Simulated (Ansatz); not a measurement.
Two shapes of singlet C₄H₈.

Shape 1:

```xyz
12

C     0.0000    0.0000    0.0000
C     0.0000    0.0000    1.3400
C     0.0000    1.1980   -0.9027
C     0.0000    1.1980    2.2427
H     0.0000   -0.9755   -0.4864
H     0.0000   -0.9755    1.8264
H     0.0000    2.1069   -0.3011
H     0.8898    1.1794   -1.5320
H    -0.8898    1.1794   -1.5320
H     0.0000    2.1069    1.6411
H    -0.8898    1.1794    2.8720
H     0.8898    1.1794    2.8720
```

Shape 2:

```xyz
12

C     0.0000   -0.6611   -0.6697
C     0.0000   -0.6611    0.6697
C     0.0000    0.5196   -1.5851
C     0.0000    0.5196    1.5851
H     0.0000   -1.6390   -1.1670
H     0.0000   -1.6390    1.1670
H     0.0000    1.4788   -1.0491
H     0.8826    0.5045   -2.2469
H    -0.8826    0.5045   -2.2469
H     0.0000    1.4788    1.0491
H    -0.8826    0.5045    2.2469
H     0.8826    0.5045    2.2469
```

Basis set: 6-31G* (spherical functions). Correlated methods keep 4 orbitals frozen. Charge 0, multiplicity 1.

Computed with Ansatz (development build ahead of 0.2.0); each method stands on the lowest determinant of its kind that the runs found.

Problem. Which shape is lower in energy, and by how much in each method?

Solution.

```csv
method,E(2) − E(1) (eV)
RHF,-0.015
RHF-MP2,-0.028
```

Shape 2 is lower.
